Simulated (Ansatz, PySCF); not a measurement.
This PySCF input computes a PBE0/def2-TZVPD energy:

```python
from pyscf import gto, scf, dft

mol = gto.M(
    atom='''
    C    -0.24585069   -0.34108038    1.22837570
    N    -0.18927909    0.50905008    0.02327978
    C     0.24394995   -0.21855779   -1.14733787
    H     0.75943835   -0.40606839    1.70778042
    H    -0.90844575    0.14663035    1.96438018
    H     0.42185334    1.33248557    0.10013528
    H     1.23256580   -0.71731054   -1.04485805
    H     0.30621961    0.45653183   -2.02146417
    H    -0.47527326   -1.01779037   -1.35515913
    ''',
    basis='def2-tzvpd',
    charge=-1,
    spin=0,
    verbose=4,
)

mf = dft.RKS(mol, xc='pbe0').density_fit(auxbasis='def2-universal-jkfit')
mf.grids.level = 3
mf.conv_tol = 1e-9
mf.max_cycle = 100
mf.max_memory = 1500
mf.kernel()
if not mf.converged:
    mf = mf.newton()
    mf.kernel(mf.make_rdm1())
mf.analyze()
```

Q: Write an input for the same energy in Ansatz (an electronic-structure program) and say what it gives.

A: 
Ansatz 0.2 input:
```yaml
crystal:
  periodic: [false, false, false]
  atoms:
    - {symbol: C, position_ang: [-0.24585069, -0.34108038, 1.22837570]}
    - {symbol: N, position_ang: [-0.18927909, 0.50905008, 0.02327978]}
    - {symbol: C, position_ang: [0.24394995, -0.21855779, -1.14733787]}
    - {symbol: H, position_ang: [0.75943835, -0.40606839, 1.70778042]}
    - {symbol: H, position_ang: [-0.90844575, 0.14663035, 1.96438018]}
    - {symbol: H, position_ang: [0.42185334, 1.33248557, 0.10013528]}
    - {symbol: H, position_ang: [1.23256580, -0.71731054, -1.04485805]}
    - {symbol: H, position_ang: [0.30621961, 0.45653183, -2.02146417]}
    - {symbol: H, position_ang: [-0.47527326, -1.01779037, -1.35515913]}
basis:
  gaussian:
    orbitals: def2-TZVPD
hamiltonian:
  xc: {name: PBE0}
total_charge: -1
output: {forces: true}
```
It gives -134.36951 Eh, and PySCF -134.36957 Eh, a difference of 0.06 mEh, from the treatment of integrals and grids.

It need not be the lowest isomer of its formula. Whether it binds its extra electron was not tested at this geometry.
